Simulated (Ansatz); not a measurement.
The pair A = CHN (SMILES C#N) (first 3 atoms), B = CH4S (SMILES CS); geometry from NCB31 set.
(charge 0, multiplicity 1):
```json
[
 {"atom": "C", "x (Å)": "1.9964", "y (Å)": "0.0572", "z (Å)": "-0.0065"},
 {"atom": "N", "x (Å)": "2.9802", "y (Å)": "0.6583", "z (Å)": "0.1095"},
 {"atom": "H", "x (Å)": "1.0723", "y (Å)": "-0.4852", "z (Å)": "-0.1064"},
 {"atom": "S", "x (Å)": "-1.5144", "y (Å)": "-0.8000", "z (Å)": "-0.1170"},
 {"atom": "C", "x (Å)": "-1.5701", "y (Å)": "1.0130", "z (Å)": "0.0116"},
 {"atom": "H", "x (Å)": "-1.5546", "y (Å)": "-1.0526", "z (Å)": "1.2005"},
 {"atom": "H", "x (Å)": "-1.5456", "y (Å)": "1.3924", "z (Å)": "-1.0102"},
 {"atom": "H", "x (Å)": "-0.7087", "y (Å)": "1.4026", "z (Å)": "0.5531"},
 {"atom": "H", "x (Å)": "-2.4931", "y (Å)": "1.3399", "z (Å)": "0.4867"}
]
```

Correlated levels freeze the cores. MP2 and its Hartree–Fock in aug-cc-pV(Q+d)Z are density fitted.

The values were computed with Ansatz (Gaussian basis) for Hartree–Fock, density functionals and correlated methods. Values without a source in brackets are computed.

Total energies (hartree), monomers frozen at their geometry in the pair:

```tsv
structure	HF/aug-cc-pV(Q+d)Z	B3LYP/def2-TZVPPD	CCSD(T)/aug-cc-pV(D+d)Z
AB	-530.6814301	-532.2223419	-531.2962751
A in the pair's basis	-92.9133967	-93.4645622	-93.2047022
B in the pair's basis	-437.7652614	-438.7537346	-438.0867862
A	-92.9133822	-93.4645207	-93.2040645
B	-437.7652421	-438.7536591	-438.0852199
```

Work out the interaction energy without and with the counterpoise correction, and the superposition error, for each level.


E(AB) − E(A) − E(B), times 627.509 kcal/mol, with the monomers in their own basis and then in the pair's basis:
- HF/aug-cc-pV(Q+d)Z: -1.76 uncorrected, -1.74 corrected; the monomers gain 0.02 kcal/mol from borrowed functions
- B3LYP/def2-TZVPPD: -2.61 uncorrected, -2.54 corrected; the monomers gain 0.07 kcal/mol from borrowed functions
- CCSD(T)/aug-cc-pV(D+d)Z: -4.39 uncorrected, -3.00 corrected; the monomers gain 1.38 kcal/mol from borrowed functions

Ansatz is a quantum-chemistry and plane-wave program.
